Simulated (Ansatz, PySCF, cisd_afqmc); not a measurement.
System: BCl3, charge 0, singlet. BCl3 (trichloroborane, SMILES B(Cl)(Cl)Cl).
B3LYP-D3(BJ)/def2-TZVP minimum from Ansatz (a quantum-chemistry and plane-wave program):
```
B
Cl 1 1.7452
Cl 1 1.7452 2 120.00
Cl 1 1.7452 2 120.00 3 -180.00
```

Atomisation energy term by term, kcal/mol (programs: Ansatz, cisd_afqmc). Radicals and triplets start from unrestricted determinants; spin-orbit coupling is neglected. Cores are frozen in correlated methods. Rows without X2C or -DK are non-relativistic. AFQMC/CISD: phaseless, guided by CISD from CCSD amplitudes; bars are statistical, one sigma. Outlying blocks are dropped, and bars are widened where a walk drifts. Over all cases where full CI ran beside it in this data, AFQMC minus full CI had a median of +0.1 mEh and passed +0.4 mEh in a tenth of the cases. CBS(X,Y): correlation extrapolated as X^-3, Hartree-Fock from the larger set (Q,5: extrapolated as (X+1)exp(-9√X)). A bracket is a step between two methods taken in the basis named. 'core' is core correlation in cc-pwCVTZ (1s frozen past Ne), 'X2C' scalar relativity in cc-pVTZ-DK, both at CCSD(T). For partners of very few electrons the exact lower level stands in for a higher one.

| term | basis | kcal/mol |
|---|---|---|
| Hartree-Fock | CBS(cc-pV(Q+d)Z,cc-pV(5+d)Z) | 244.57 |
| CCSD correlation | CBS(cc-pV(Q+d)Z,cc-pV(5+d)Z) | 69.72 |
| (T) | CBS(cc-pV(Q+d)Z,cc-pV(5+d)Z) | 9.96 |
| CCSDT(Q) - CCSD(T) | cc-pV(D+d)Z | 0.30 |
| core correlation | cc-pwCVTZ | 1.79 |
| scalar relativity | X2C, cc-pVTZ-DK | -0.69 |
| minus zero-point energy | Hessian by PySCF at B3LYP-D3(BJ)/def2-TZVP | -4.74 |
| sum: D0 |  | 320.9 |

The step beyond CCSD(T) by other levels: AFQMC/CISD in cc-pV(T+d)Z 0.93 ± 0.25; AFQMC/CISD in cc-pV(Q+d)Z 1.07 ± 0.35 kcal/mol.
